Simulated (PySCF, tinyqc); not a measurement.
Inside a calculation. Method: CCSD on RHF in the sto-3g basis, for OH-, spin multiplicity 1. The basis has no diffuse functions, so it cannot describe the extra electron: this is an exercise in the method, not the real anion. The lowest restricted solution is unstable here: a spin-polarised one lies 0.0000 hartree lower (PySCF). One step of it, computed by the program tinyqc.

Problem. Orthogonalisation. S = U s U^T; symmetric (Loewdin) form X = U s^(-1/2) U^T, so that X^T S X = 1.

overlap S:
```
           1O 1s     1O 2s    1O 2px    1O 2py    1O 2pz     2H 1s
1O 1s   1.000000  0.236704  0.000000  0.000000  0.000000  0.016319
1O 2s   0.236704  1.000000  0.000000  0.000000  0.000000  0.208646
1O 2px  0.000000  0.000000  1.000000  0.000000  0.000000  0.000000
1O 2py  0.000000  0.000000  0.000000  1.000000  0.000000  0.000000
1O 2pz  0.000000  0.000000  0.000000  0.000000  1.000000  0.205885
2H 1s   0.016319  0.208646  0.000000  0.000000  0.205885  1.000000
```

Give: eigenvalues of S; X.

Solution.

eigenvalues of S: 0.6576  0.8528  1.0000  1.0000  1.1316  1.3580

X:
```
          1O 1s    1O 2s  1O 2px  1O 2py   1O 2pz    2H 1s
1O 1s    1.0222  -0.1250  0.0000  0.0000  -0.0022   0.0117
1O 2s   -0.1250   1.0403  0.0000  0.0000   0.0177  -0.1129
1O 2px   0.0000   0.0000  1.0000  0.0000   0.0000   0.0000
1O 2py   0.0000   0.0000  0.0000  1.0000   0.0000   0.0000
1O 2pz  -0.0022   0.0177  0.0000  0.0000   1.0170  -0.1089
2H 1s    0.0117  -0.1129  0.0000  0.0000  -0.1089   1.0347
```
